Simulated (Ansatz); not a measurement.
A nudged elastic band was laid between two geometries of BCl$_{2}$H (4 atoms, charge 0, multiplicity 1).

Method: Ansatz, RKS BHLYP/def2-SVPD.

* movable images: 9
* climbing image: yes
* spring: 5.0 eV/Å²
* optimiser: quadratic models (default)
* start path: through a guess of the saddle point
* force threshold: 0.03 eV/Å
* iteration limit: 60
* end points: relaxed

First end point:

```xyz
4
Properties=species:S:1:pos:R:3
B 0.214 0.000 0.270
H 0.001 0.000 1.437
Cl 1.860 0.000 -0.303
Cl -1.119 0.000 -0.852
```

Last end point:

```xyz
4
Properties=species:S:1:pos:R:3
B -0.704 0.000 -0.239
H 1.363 0.000 0.592
Cl 2.574 0.000 1.075
Cl -2.278 0.000 -0.876
```

(1) Which bonds break or form, and what moves?

(2) What energy profile does the band end with?

(3) What is the geometry of the highest image?

Results:

(1) Bonds broken: B1–H2, B1–Cl3. Bonds formed: H2–Cl3. BCl2H becomes BCl + ClH.

(2) It converged. The highest image is number 4 of 0 to 10, 388.6 kJ/mol above the first end and 38.2 kJ/mol above the last; the last end lies 350.4 kJ/mol above the first. Neighbouring images differ by up to 1.7 eV, so the band resolves the path poorly. A vibrational analysis at the climbing image gives one clearly imaginary mode, 836i cm⁻¹: a first-order saddle point. The orbitals stay closed-shell, which can raise the energy where a bond breaks towards radicals; this wasn't checked here.

```tsv
image	path coordinate (Å)	energy (kJ/mol)	B1–H2 (Å)	B1–Cl3 (Å)	H2–Cl3 (Å)
0	0.00	0.0	1.19	1.74	2.55
1	0.36	52.6	1.16	1.83	2.24
2	0.72	214.7	1.14	2.15	2.05
3	1.08	350.3	1.18	2.48	1.87
4	1.44	388.6	1.35	2.70	1.60
5	1.76	373.4	1.70	2.91	1.37
6	2.07	362.0	2.00	3.19	1.31
7	2.39	357.4	2.13	3.35	1.31
8	2.70	354.0	2.17	3.43	1.30
9	3.02	351.5	2.20	3.49	1.30
10	3.33	350.4	2.23	3.53	1.30
```

(3) 
```xyz
4
Properties=species:S:1:pos:R:3:forces:R:3
B -0.516 0.000 0.380 0.01 0.00 0.00
H 0.723 0.000 0.916 -0.01 0.00 0.00
Cl 2.184 0.000 0.267 0.00 0.00 0.00
Cl -1.434 0.000 -1.011 0.00 0.00 0.00
```

Run time: 5.6 min on 1 thread of Arm Neoverse V1, with other jobs on the host, peak memory 0.15 GiB.
